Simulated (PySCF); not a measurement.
Stationary points of SO₃⁻

Method: PBE0 in PySCF with S def2-SVPD, O def2-SVPD; no relativity; density-fitted integrals.

Relaxations began from a few typed shapes; open shells are unrestricted. The search is not exhaustive: other isomers or separated fragments can lie lower, and high-lying points may rest on an excited occupation.

| spin | group | bonds | angles | imaginary modes (cm⁻¹) | ΔE (kJ/mol) | ΔE with ZPE (kJ/mol) |
| --- | --- | --- | --- | --- | --- | --- |
| doublet | C3v | S–O 1.505 Å (×3) | O–S–O 113.8° (×3) | none | 0.0 | 0.0 |
| doublet (⟨S²⟩ 1.42) | C2v | O–O 1.296 Å, S–O 1.533 Å |  | 120i | 371.6 | – |

The lowest minimum found is the doublet C3v: S–O 1.505 Å (×3); O–S–O 113.8° (×3).

For the lowest minimum: the lowest empty level of this anion is unbound, so it and the gap depend on the basis.
